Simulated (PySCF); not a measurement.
## CO: frontier orbitals

r²SCAN at R = 1.140 Å; C jorge-DZP-DKH, O jorge-DZP-DKH; spin-free X2C with a Gaussian nucleus (PySCF 2.14). State: ¹Σ⁺ (singlet), closed shell. Only the outer orbitals are listed, counted within each symmetry.

```csv
orbital,occ.,ε (eV),on C (%),main shells (%)
3σ,2,-30.55,31,"63 O s, 17 C s, 12 C p"
4σ,2,-14.63,23,"53 O p, 24 O s, 21 C s"
1π,2,-11.97,28,"71 O p, 27 C p"
1π,2,-11.97,28,"71 O p, 27 C p"
5σ,2,-9.24,88,"52 C s, 36 C p, 11 O p"
2π,0,-1.59,76,"76 C p, 23 O p"
2π,0,-1.59,76,"76 C p, 23 O p"
```

Question: Which are the highest filled and the lowest empty level, where do they sit, and how wide is the gap?

Answer: Highest filled 5σ at -9.24 eV (in %: 52 C s, 36 C p, 11 O p); lowest empty 2π at -1.59 eV (in %: 76 C p, 23 O p); the gap at r²SCAN is 7.65 eV.

The bond order (Mayer) is 2.58 and the ⟨S²⟩ is 0.000. The charge on C (Mulliken, basis-dependent) is 0.02. The charge on C (Löwdin, basis-dependent) is -0.09. The dipole moment (positive dipole means C(−)O(+)) is 0.16 D.
